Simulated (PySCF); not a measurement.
nitrogen dioxide (NO₂), SMILES N(=O)[O], multiplicity 2.

Geometry: PBE-D3(BJ)/def2-TZVP.

Calculation: PBE-D3(BJ)/def2-TZVP run with PySCF.

Frequencies are harmonic and unscaled.

Computed vibrational spectrum:
| mode | ν (cm⁻¹) | IR (km/mol) | moving atoms (share of kinetic energy) |
|---|---|---|---|
| 1 | 743 | 5.6 | O 62 %, N 38 % |
| 2 | 1336 | 0.1 | O 68 %, N 32 % |
| 3 | 1653 | 334.3 | N 66 %, O 34 % |
